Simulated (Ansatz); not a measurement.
Q: Name a neutral molecule of Al, C, N and H with HOMO energy (ωB97M-V/def2-TZVPP) between -9.90 and -9.60 eV and LUMO energy (B3LYP/def2-TZVPP) between -0.45 and -0.15 eV (Ansatz, PBE0-D4/def2-TZVP geometry).

A: `C[NH2+][AlH3-]` (-9.64 eV, -0.41 eV). Other molecules can fit too; these were computed, each in one conformer that needn't be the lowest.

B3LYP here is the variant with VWN-RPA as its local correlation; programs differ in this.
